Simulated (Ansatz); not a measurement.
Two isomers of C3H5NO: A = `NC#CCO`, B = `NC1(O)C=C1`.

Gas-phase electronic energies from Ansatz, PBE0-D4/def2-TZVP geometries. CCSD(T)/CBS adds triple-zeta CCSD(T) − MP2 to the extrapolated MP2 energy (def2 sets, frozen cores). DFT in def2-TZVPP. B3LYP here is the variant with VWN-RPA as its local correlation; programs differ in this. One conformer a species, not always the lowest.

Task: Which isomer does CCSD(T)/CBS put lower? Give the gap. (An estimate is asked.)

Result: The calculation gave: A, by 8.9 kcal/mol.

Task: Give E(B) − E(A) in kcal/mol with LDA (SPW92), PBE0-D4, B3LYP, CCSD(T)/def2-SVP, MP2/def2-TZVPP, CCSD/def2-TZVPP, B3LYP-D4. (Estimate.)

Result: The calculation gave: LDA (SPW92) 5.6, PBE0-D4 7.7, B3LYP 13.5, CCSD(T)/def2-SVP 7.7, MP2/def2-TZVPP 9.6, CCSD/def2-TZVPP 10.2, B3LYP-D4 12.4. None reverses the order clearly.

Task: Does the order hold for the free energy at 298.15 K (harmonic terms from PBE0-D4)? (Best estimate.)

Result: Ansatz gave: Yes: G(B) − G(A) = +9.6 kcal/mol, for one conformer each.

Largest T1 diagnostic: 0.012.

In def2-TZVPP, CCSD(T) changes the Hartree–Fock value by −5.4 kcal/mol (the triples alone add −0.6 kcal/mol) and MP2 by −5.5 kcal/mol. At CCSD(T), def2-SVP lies −1.2 kcal/mol from the extrapolated value and def2-TZVPP +0.7 kcal/mol.
